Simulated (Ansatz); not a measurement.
# BH2− (singlet): wave-function methods side by side at distance B1–H2 = 1.719 Å, 6-31++G**

Aim: climb from Hartree-Fock through coupled cluster and multireference methods for BH2− (singlet) at one geometry and basis, and see what each rung misses.

Computed with Ansatz 0.2.0, Gaussian basis. Level: 6-31++G**, core rule «outside noble gas», up to 1 orbitals frozen.

To be run: UHF; CCSD(T) on RHF; CCSD(T) on UHF; BCCD(T) on RHF; CISD; CCSDT(Q) on RHF; CCSDT(Q) on UHF; CCSDTQ on RHF; CASSCF and MRCISD+Q, 2 electrons in 2 orbitals; CASSCF and NEVPT2, 2 electrons in 2 orbitals; CASSCF and MRCISD+Q, 6 electrons in 6 orbitals; CASSCF and NEVPT2, 6 electrons in 6 orbitals; Full CI.

16 further runs of the same task are left out: 2 for a known fault of the program, 13 that didn't finish, 1 set aside as unsound or not needed.

### 1 The system

The geometry derives from a PBE0/def2-TZVPD stationary point (not a proven minimum). One bond is set to the value named and the two fragments are kept rigid.

3 atoms, charge -1, spin multiplicity 1.

Atoms are counted from 1 here; the program's logs count them from 0.

Bond lengths: B1–H3 1.247 Å.

### 2 UHF

in.yaml

```yaml
crystal:
  periodic: [false, false, false]
  atoms:
    - {symbol: B, position_ang: [0.000000, -0.146708, 0.028814]}
    - {symbol: H, position_ang: [0.000000, 0.935293, -1.306939]}
    - {symbol: H, position_ang: [0.000000, 0.638274, 0.997890]}
basis:
  gaussian: {orbitals: "6-31++G**"}
total_charge: -1
magnetization: {spin_polarized: true, initial_magnetization: 0}
hamiltonian: {xc: hf}
output: {orbitals: {seedname: orbitals}}
```

On the command line:

```bash
$ ansatz run in.yaml --threads 1 --pin off --events-out ev --progress --plain --max-ram 2393MiB
```

Further steps of the session: CCSD(T) on RHF; CCSD(T) on UHF; BCCD(T) on RHF; CISD; CCSDT(Q) on RHF; CCSDT(Q) on UHF; CCSDTQ on RHF; CASSCF and MRCISD+Q, 2 electrons in 2 orbitals; CASSCF and NEVPT2, 2 electrons in 2 orbitals; CASSCF and MRCISD+Q, 6 electrons in 6 orbitals; CASSCF and NEVPT2, 6 electrons in 6 orbitals; Full CI.

**Question.** What will the summary of the whole plan be? Wanted: FCI below the RHF energy; RMP2 from FCI; UMP2 from FCI; RCCSD from FCI; RCCSD(T) from FCI; UCCSD(T) from FCI; RCCSDT(Q) from FCI; UCCSDT(Q) from FCI; NEVPT2 pair from FCI.

**Answer**, as computed:

| quantity | value |
| --- | --- |
| FCI below the RHF energy | -3.3213 eV |
| RMP2 from FCI | +18.74 kcal/mol |
| UMP2 from FCI | +19.85 kcal/mol |
| RCCSD from FCI | +2.99 kcal/mol |
| RCCSD(T) from FCI | +0.64 kcal/mol |
| UCCSD(T) from FCI | +0.96 kcal/mol |
| RCCSDT(Q) from FCI | +0.02 kcal/mol |
| UCCSDT(Q) from FCI | +0.01 kcal/mol |
| NEVPT2 pair from FCI | +16.49 kcal/mol |
| MRCISD+Q pair from FCI | -0.16 kcal/mol |
| NEVPT2 valence from FCI | +13.21 kcal/mol |
| levels within 1 kcal/mol (43 meV) | RCCSD(T), UCCSD(T), BCCD(T), RCCSDT, UCCSDT, RCCSDT(Q), UCCSDT(Q), RCCSDTQ, MRCISD+Q pair, MRCISD+Q valence |
| T1 diagnostic | 0.018 |
| effectively unpaired electrons | 0.12 |

In words: RCCSD(T) lands +0.64 kcal/mol from the yardstick (0.8 % of the correlation energy). MRCISD+Q pair falls below full CI: the +Q correction isn't variational, and the cores differ from full CI's. One determinant dominates. Of the multireference levels listed MRCISD+Q pair comes nearest in total energy (-0.16 kcal/mol), which doesn't show that its space is the better one. These misses are within one basis, not against nature.
